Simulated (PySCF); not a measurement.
Species: propanoyl fluoride, C₃H₅FO.
Z-matrix (Å and degrees, PBE0-D3(BJ)/def2-SVP geometry), rows numbered from 1:
```
C 
C   1  1.5240
C   2  1.4976  1  113.49
O   3  1.1827  2  128.79  1  -127.15
F   3  1.3460  2  110.94  1    53.24
H   1  1.0990  2  110.32  3  -178.69
H   1  1.1003  2  111.24  3    61.72
H   1  1.0988  2  111.07  3   -58.70
H   2  1.0983  1  112.07  3  -121.44
H   2  1.1038  1  109.83  3   119.21
```

Computed with EOM-IP-CCSD/aug-cc-pVDZ in PySCF, restricted Hartree–Fock reference, frozen core, non-relativistic, gas phase, PBE0-D3(BJ)/def2-SVP geometry.

Hartree–Fock orbital energies give these Koopmans values (eV): HOMO 13.01, HOMO-1 14.05, HOMO-2 14.37, HOMO-3 15.06, HOMO-4 15.83, HOMO-5 16.66, HOMO-6 17.41, HOMO-7 19.33.

**Question.** What vertical ionisation energies does EOM-IP-CCSD give?

**Answer.** 
```
leading hole (HF orbital)  Koopmans (eV)  EOM-IP-CCSD (eV)  change (eV)  one-hole share
                     HOMO          13.01             11.34        -1.67            0.95
                   HOMO-1          14.05             13.18        -0.87            0.95
                   HOMO-2          14.37             13.43        -0.94            0.96
                   HOMO-3          15.06             13.85        -1.21            0.95
                   HOMO-4          15.83             14.35        -1.48            0.95
                   HOMO-5          16.66             14.88        -1.78            0.95
                   HOMO-6          17.41             15.99        -1.42            0.95
                   HOMO-7          19.33             17.08        -2.25            0.94
```

**Question.** Does the order of the lines follow the orbital energies?

**Answer.** Yes, no two lines change places. The corrections run from -2.25 to -0.87 eV, with a mean of -1.45 eV over the 8 lines; no line lies above its Koopmans value. Koopmans values leave out both the relaxation of the orbitals and the change in correlation energy.

**Question.** At what kinetic energies would He I light (21.22 eV) eject these electrons?

**Answer.** 9.88 eV (HOMO), 8.04 eV (HOMO-1), 7.79 eV (HOMO-2), 7.37 eV (HOMO-3), 6.87 eV (HOMO-4), 6.34 eV (HOMO-5), 5.23 eV (HOMO-6), 4.14 eV (HOMO-7).

**Question.** What total energy has the lowest final state, and which wavelength reaches it?

**Answer.** E(CCSD) + ionisation energy = -291.72743 + 0.41680 = -291.31063 Eh, at the geometry of the initial state. The threshold wavelength is 1239.84 eV nm/11.34 eV = 109.3 nm.

One root was sought for each valence orbital with −ε under 21 eV, eight at most, so deeper holes and satellites are missing; no vibrational structure.

One conformer stands for the species.
